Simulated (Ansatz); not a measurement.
# H4Si2: harmonic vibrations and relaxing the atoms

Aim: for H4Si2, 3 runs in a chain (harmonic vibrations and relaxing the atoms).

Program: Ansatz 0.2.0. Level of theory: MP2 on Hartree-Fock, Gaussian basis def2-TZVPP, and further levels as typed in the inputs. These are calculated values, not measurements.

### Step 1. Starting point

Bond lengths: Si1–Si2 2.392 Å, Si1–H3 1.482 Å, Si1–H4 1.479 Å, Si1–H5 1.483 Å, Si2–H6 1.513 Å. Angles: Si1–Si2–H6 88.4°, Si2–Si1–H3 109.3°, Si2–Si1–H4 114.0°, Si2–Si1–H5 109.2°, H3–Si1–H4 107.9°, H3–Si1–H5 108.4°, H4–Si1–H5 107.9°.

Structure file:

```xyz
6

Si   -0.5849    0.0812   -0.0073
Si    1.6805    0.8444   -0.0851
H    -0.8133   -0.6461    1.2642
H    -1.5876    1.1639   -0.0991
H    -0.8215   -0.8567   -1.1308
H     2.1244   -0.5961    0.0444
```

### Step 2. Harmonic vibrations: H4Si2

It takes the final geometry of an earlier run.

Contents of input.yaml:

```yaml
crystal:
  periodic: [false, false, false]
  atoms:
    - { symbol: Si, position_ang: [-0.5848845, 0.08124521, -0.00727441] }
    - { symbol: Si, position_ang: [1.68049954, 0.84439538, -0.08507523] }
    - { symbol: H, position_ang: [-0.81328263, -0.64607993, 1.26416932] }
    - { symbol: H, position_ang: [-1.58762169, 1.16392379, -0.09913143] }
    - { symbol: H, position_ang: [-0.82152549, -0.85669779, -1.1307603] }
    - { symbol: H, position_ang: [2.12444477, -0.59606666, 0.04437205] }
basis:
  gaussian: { orbitals: def2-TZVPP }
hamiltonian:
  xc: hf
correlation:
  method: mp2
phonons: {}
```

Launch:

```console
ansatz run input.yaml --threads 4 --pin off --max-ram 14336MiB --backend cpu --events-out ev --progress --plain --runs-dir out
```

Log, shortened:

```text
Warning: RAYON_NUM_THREADS=4 ignored (pool sized by the plan → 4); use --threads N
[...]
Functional definition: HF
[...]
914 factors; integrals over basis functions are off by at most 3.3e-4 eV
[...]
mean field -15786.26847823 eV, -580.1346662579 hartree, gradient 7.8e-7 eV, S^2 0.000000; 0 other end points of the search recorded, 0 dependent functions left out; unrestricted orbitals would lower it
10 core orbitals not correlated: weight in the atoms' cores, before any rotation towards them, 1.000 or more for the frozen orbitals, at most 0.000 for the correlated occupied ones
reference -15786.26847823 eV, -580.1346662579 hartree; 6, 6 occupied and 124, 124 virtual orbitals, 914 factors
second order -6.31947070 eV of doubles, -0.00000000 eV of singles
[...]
914 factors; integrals over basis functions are off by at most 3.3e-4 eV
[...]
mean field -15786.26789077 eV, -580.1346446692 hartree, gradient 1.2e-6 eV, S^2 0.000000; 0 other end points of the search recorded, 0 dependent functions left out; unrestricted orbitals would lower it
10 core orbitals not correlated: weight in the atoms' cores, before any rotation towards them, 1.000 or more for the frozen orbitals, at most 0.000 for the correlated occupied ones
reference -15786.26789077 eV, -580.1346446692 hartree; 6, 6 occupied and 124, 124 virtual orbitals, 914 factors
second order -6.31998695 eV of doubles, -0.00000000 eV of singles
[...]
10 core orbitals not correlated: weight in the atoms' cores, before any rotation towards them, 1.000 or more for the frozen orbitals, at most 0.000 for the correlated occupied ones
reference -15786.26847726 eV, -580.1346662221 hartree; 6, 6 occupied and 124, 124 virtual orbitals, 914 factors
second order -6.31945365 eV of doubles, -0.00000000 eV of singles
[...]
914 factors; integrals over basis functions are off by at most 3.3e-4 eV
mean field -15786.26844112 eV, -580.1346648939 hartree, gradient 1.9e-6 eV, S^2 0.000000; 0 other end points of the search recorded, 0 dependent functions left out; unrestricted orbitals would lower it
10 core orbitals not correlated: weight in the atoms' cores, before any rotation towards them, 1.000 or more for the frozen orbitals, at most 0.000 for the correlated occupied ones
reference -15786.26844112 eV, -580.1346648939 hartree; 6, 6 occupied and 124, 124 virtual orbitals, 914 factors
second order -6.31948948 eV of doubles, -0.00000000 eV of singles
[...]
914 factors; integrals over basis functions are off by at most 3.3e-4 eV
mean field -15786.26843571 eV, -580.1346646953 hartree, gradient 2.4e-6 eV, S^2 0.000000; 0 other end points of the search recorded, 0 dependent functions left out; unrestricted orbitals would lower it
10 core orbitals not correlated: weight in the atoms' cores, before any rotation towards them, 1.000 or more for the frozen orbitals, at most 0.000 for the correlated occupied ones
reference -15786.26843571 eV, -580.1346646953 hartree; 6, 6 occupied and 124, 124 virtual orbitals, 914 factors
second order -6.31947015 eV of doubles, -0.00000000 eV of singles
[...]
```

### Step 3. The output, continued: mp2-vib

The log, continued, shortened:

```text
914 factors; integrals over basis functions are off by at most 3.3e-4 eV
[...]
mean field -15786.26843213 eV, -580.1346645636 hartree, gradient 2.8e-6 eV, S^2 0.000000; 0 other end points of the search recorded, 0 dependent functions left out; unrestricted orbitals would lower it
10 core orbitals not correlated: weight in the atoms' cores, before any rotation towards them, 1.000 or more for the frozen orbitals, at most 0.000 for the correlated occupied ones
reference -15786.26843213 eV, -580.1346645636 hartree; 6, 6 occupied and 124, 124 virtual orbitals, 914 factors
second order -6.31947346 eV of doubles, -0.00000000 eV of singles
[...]
914 factors; integrals over basis functions are off by at most 3.3e-4 eV
[...]
reference -15786.26849079 eV, -580.1346667195 hartree; 6, 6 occupied and 124, 124 virtual orbitals, 914 factors
second order -6.31945757 eV of doubles, -0.00000000 eV of singles
[...]
Total energy: -15792.58794894 eV, -580.3669025228 hartree
Atom 0 at    -0.584885     0.081245    -0.007274 Å, force    -0.000021     0.000118    -0.000115 eV/Å
Atom 1 at     1.680500     0.844395    -0.085075 Å, force     0.000079    -0.000033     0.000122 eV/Å
Atom 2 at    -0.813283    -0.646080     1.264169 Å, force    -0.000026     0.000063     0.000008 eV/Å
Atom 3 at    -1.587622     1.163924    -0.099131 Å, force     0.000015    -0.000173     0.000008 eV/Å
Atom 4 at    -0.821525    -0.856698    -1.130760 Å, force    -0.000071     0.000002     0.000055 eV/Å
Atom 5 at     2.124445    -0.596067     0.044372 Å, force     0.000024     0.000023    -0.000078 eV/Å
Dipole moment:     0.046232    -0.009126     0.001075 e Å
Vibrations: 84.93 379.51 394.54 436.58 722.82 895.43 960.30 985.74 2114.46 2247.89 2256.79 2276.60 cm⁻¹, zero-point energy 0.852738 eV
Checks for a lower state left out: cluster_reference
```

It took 36 s on 4 threads of Intel Xeon Platinum 8488C (Sapphire Rapids), shared host; peak memory 0.44 GiB.

Harmonic frequencies from the force constants, with rigid motions projected out (i: imaginary):

```csv
mode,cm⁻¹
1,85
2,380
3,395
4,437
5,723
6,896
7,960
8,986
9,2115
10,2248
11,2257
12,2277
```

### Step 4. Relaxing the atoms: CCSD(T) on Hartree-Fock, Gaussian basis cc-pV(T+d)Z

Contents of input.yaml:

```yaml
relax:
  f_tol: 0.001
  max_steps: 200
crystal:
  periodic: [false, false, false]
  atoms:
    - { symbol: Si, position_ang: [-0.6154, 0.05197, -0.00328] }
    - { symbol: Si, position_ang: [1.53129, 0.69091, -0.0727] }
    - { symbol: H, position_ang: [-0.94173, -0.64741, 1.28012] }
    - { symbol: H, position_ang: [-1.52048, 1.22429, -0.10922] }
    - { symbol: H, position_ang: [-0.92621, -0.84878, -1.13274] }
    - { symbol: H, position_ang: [2.47016, -0.48026, 0.02412] }
basis:
  gaussian: { orbitals: "cc-pV(T+d)Z.json" }
hamiltonian:
  xc: hf
correlation:
  method: ccsd_t
scf:
  lower_state_search: "off"
```

Launch:

```console
ansatz run input.yaml --threads 4 --pin off --max-ram 14336MiB --backend cpu --events-out ev --progress --plain --runs-dir out
```

Log, shortened:

```text
Warning: RAYON_NUM_THREADS=4 ignored (pool sized by the plan → 4); use --threads N
[...]
[... 1 set-up line as earlier in the session ...]
[...]
898 factors; integrals over basis functions are off by at most 2.9e-4 eV
[...]
mean field -15786.19835250 eV, -580.1320891848 hartree, gradient 2.5e-6 eV, S^2 0.000000; 0 other end points of the search recorded, 0 dependent functions left out; unrestricted orbitals would lower it
10 core orbitals not correlated: weight in the atoms' cores, before any rotation towards them, 1.000 or more for the frozen orbitals, at most 0.000 for the correlated occupied ones
reference -15786.19835250 eV, -580.1320891848 hartree; 6, 6 occupied and 118, 118 virtual orbitals, 898 factors
second order -6.30044036 eV of doubles, -0.00000000 eV of singles
cycle   1  -7.19922526 eV  change   -9.0e-1 eV  update   8.2e-2
[...]
perturbative correction -0.26427540 eV, -0.0097119417 hartree
[...]
relax step  10: F+E_penalty+E_count = -15794.41058497 eV  Δ(F+E_penalty+E_count) = -5.530e-7 eV  max|allowed force component| = 1.793e-4 eV/Å  Δτ_max = 0.0005 Å  (24 SCF iters, accepted)
Total energy: -15794.41058497 eV, -580.4338831615 hartree
Atom 0 at    -0.586646     0.082802    -0.007540 Å, force    -0.000179    -0.000076    -0.000030 eV/Å
Atom 1 at     1.683992     0.846187    -0.084283 Å, force     0.000145     0.000038     0.000085 eV/Å
Atom 2 at    -0.820218    -0.648736     1.267462 Å, force     0.000051     0.000052     0.000034 eV/Å
Atom 3 at    -1.593656     1.169021    -0.099837 Å, force    -0.000002    -0.000014    -0.000023 eV/Å
Atom 4 at    -0.828658    -0.860459    -1.133210 Å, force    -0.000016     0.000001    -0.000015 eV/Å
Atom 5 at     2.142817    -0.598095     0.043707 Å, force     0.000001    -0.000001    -0.000051 eV/Å
Dipole moment:     0.052387    -0.002055     0.000185 e Å
Checks for a lower state left out: starts, cluster_reference, orbital_swaps, neighbouring_geometries, increment
```

Run time: 94 s. Hardware: 4 threads of Intel Xeon Platinum 8488C (Sapphire Rapids), shared host; peak memory 1.2 GiB.

Relaxation path:

| step | energy from step 1 (eV) | largest force component (eV/Å) |
| --- | --- | --- |
| 1 | 0.0000 | 2.0248 |
| 2 | -0.2917 | 0.6347 |
| 3 | -0.3294 | 0.1712 |
| 4 | -0.3453 | 0.1047 |
| 5 | -0.3412 | 0.1754 |
| 6 | -0.3496 | 0.0167 |
| 7 | -0.3503 | 0.0062 |
| 8 | -0.3503 | 0.0037 |
| 9 | -0.3503 | 0.0016 |
| 10 | -0.3503 | 0.0002 |

Step 1 is the start. Step 5 was tried and not accepted.

Before: Bond lengths: Si1–Si2 2.241 Å, Si1–H3 1.498 Å, Si1–H4 1.485 Å, Si1–H5 1.478 Å, Si2–H6 1.504 Å. Angles: Si1–Si2–H6 112.0°, Si2–Si1–H3 111.6°, Si2–Si1–H4 110.9°, Si2–Si1–H5 110.6°, H3–Si1–H4 107.3°, H3–Si1–H5 108.9°, H4–Si1–H5 107.4°.

After: Bond lengths: Si1–Si2 2.397 Å, Si1–H3 1.488 Å, Si1–H4 1.484 Å, Si1–H5 1.488 Å, Si2–H6 1.521 Å. Angles: Si1–Si2–H6 88.9°, Si2–Si1–H3 109.4°, Si2–Si1–H4 114.1°, Si2–Si1–H5 109.4°, H3–Si1–H4 107.8°, H3–Si1–H5 108.1°, H4–Si1–H5 107.8°.

### Step 5. Harmonic vibrations

It takes the final geometry of step 4.

Contents of input.yaml:

```yaml
crystal:
  periodic: [false, false, false]
  atoms:
    - { symbol: Si, position_ang: [-0.58664575, 0.08280156, -0.00753992] }
    - { symbol: Si, position_ang: [1.68399192, 0.84618698, -0.0842828] }
    - { symbol: H, position_ang: [-0.82021836, -0.64873626, 1.26746181] }
    - { symbol: H, position_ang: [-1.59365644, 1.16902142, -0.0998365] }
    - { symbol: H, position_ang: [-0.82865823, -0.86045891, -1.13320962] }
    - { symbol: H, position_ang: [2.14281686, -0.59809478, 0.04370703] }
basis:
  gaussian: { orbitals: "cc-pV(T+d)Z.json" }
hamiltonian:
  xc: hf
correlation:
  method: ccsd_t
scf:
  lower_state_search: "off"
phonons: {}
```

Launch:

```console
ansatz run input.yaml --threads 4 --pin off --max-ram 14336MiB --backend cpu --events-out ev --progress --plain --runs-dir out
```

Log, shortened:

```text
Warning: RAYON_NUM_THREADS=4 ignored (pool sized by the plan → 4); use --threads N
[...]
[... 1 set-up line as earlier in the session ...]
[...]
895 factors; integrals over basis functions are off by at most 3.2e-4 eV
[...]
mean field -15786.56437175 eV, -580.1455401441 hartree, gradient 1.7e-6 eV, S^2 0.000000; 0 other end points of the search recorded, 0 dependent functions left out; unrestricted orbitals would lower it
10 core orbitals not correlated: weight in the atoms' cores, before any rotation towards them, 1.000 or more for the frozen orbitals, at most 0.000 for the correlated occupied ones
[...]
second order -6.29796812 eV of doubles, -0.00000000 eV of singles
[...]
perturbative correction -0.26175094 eV, -0.0096191695 hartree
[...]
perturbative correction -0.26178981 eV, -0.0096205982 hartree
[...]
mean field -15786.56411888 eV, -580.1455308514 hartree, gradient 1.9e-6 eV, S^2 0.000000; 0 other end points of the search recorded, 0 dependent functions left out; unrestricted orbitals would lower it
10 core orbitals not correlated: weight in the atoms' cores, before any rotation towards them, 1.000 or more for the frozen orbitals, at most 0.000 for the correlated occupied ones
[...]
second order -6.29798037 eV of doubles, -0.00000000 eV of singles
[...]
perturbative correction -0.26180862 eV, -0.0096212895 hartree
[...]
mean field -15786.56453847 eV, -580.1455462710 hartree, gradient 2.2e-6 eV, S^2 0.000000; 0 other end points of the search recorded, 0 dependent functions left out; unrestricted orbitals would lower it
10 core orbitals not correlated: weight in the atoms' cores, before any rotation towards them, 1.000 or more for the frozen orbitals, at most 0.000 for the correlated occupied ones
[...]
[...]
```

### Step 6. More of the same log: cc-vib

The log, continued, shortened:

```text
second order -6.29795817 eV of doubles, -0.00000000 eV of singles
[...]
perturbative correction -0.26169359 eV, -0.0096170621 hartree
[...]
mean field -15786.56448584 eV, -580.1455443369 hartree, gradient 1.0e-6 eV, S^2 0.000000; 0 other end points of the search recorded, 0 dependent functions left out; unrestricted orbitals would lower it
10 core orbitals not correlated: weight in the atoms' cores, before any rotation towards them, 1.000 or more for the frozen orbitals, at most 0.000 for the correlated occupied ones
[...]
second order -6.29800702 eV of doubles, -0.00000000 eV of singles
[...]
perturbative correction -0.26171269 eV, -0.0096177638 hartree
[...]
perturbative correction -0.26174378 eV, -0.0096189065 hartree
[...]
Total energy: -15794.41058487 eV, -580.4338831578 hartree
Atom 0 at    -0.586646     0.082802    -0.007540 Å, force    -0.000179    -0.000075    -0.000030 eV/Å
Atom 1 at     1.683992     0.846187    -0.084283 Å, force     0.000143     0.000038     0.000085 eV/Å
Atom 2 at    -0.820218    -0.648736     1.267462 Å, force     0.000051     0.000052     0.000034 eV/Å
Atom 3 at    -1.593656     1.169021    -0.099836 Å, force    -0.000002    -0.000013    -0.000023 eV/Å
Atom 4 at    -0.828658    -0.860459    -1.133210 Å, force    -0.000016     0.000000    -0.000015 eV/Å
Atom 5 at     2.142817    -0.598095     0.043707 Å, force     0.000004    -0.000002    -0.000051 eV/Å
Dipole moment:     0.052387    -0.002055     0.000185 e Å
Vibrations: 100.67 376.42 386.29 429.47 711.81 880.54 942.49 965.88 2048.73 2194.13 2201.69 2224.45 cm⁻¹, zero-point energy 0.834573 eV
Checks for a lower state left out: starts, cluster_reference, orbital_swaps, neighbouring_geometries, increment
```

Run time: 5.6 min. Hardware: 4 threads of Intel Xeon Platinum 8488C (Sapphire Rapids), shared host; peak memory 1.2 GiB.

Harmonic frequencies from the force constants, with rigid motions projected out (i: imaginary):

```csv
mode,cm⁻¹
1,101
2,377
3,386
4,430
5,712
6,881
7,943
8,966
9,2049
10,2194
11,2202
12,2225
```

### Step 7. Summary of results

```
step                                                level  energy above the lowest (eV)  charge  2S+1 typed  ⟨S²⟩  dipole (D)     time
   2       MP2 on Hartree-Fock, Gaussian basis def2-TZVPP                           n/a       0           1  0.00        0.23     36 s
   4  CCSD(T) on Hartree-Fock, Gaussian basis cc-pV(T+d)Z                         0.000       0           1  0.00        0.25     94 s
   5  CCSD(T) on Hartree-Fock, Gaussian basis cc-pV(T+d)Z                         0.000       0           1  0.00        0.25  5.6 min
```

Energies compare only among runs of one formula, size, charge, level and basis; each such set counts from its lowest member.

```
                     quantity             value
harmonic frequencies (step 2)   85 to 2277 cm⁻¹
   zero-point energy (step 2)          0.853 eV
harmonic frequencies (step 5)  101 to 2225 cm⁻¹
   zero-point energy (step 5)          0.835 eV
```

What this shows: In step 2 all modes are real: a minimum. In step 5 all modes are real: a minimum.
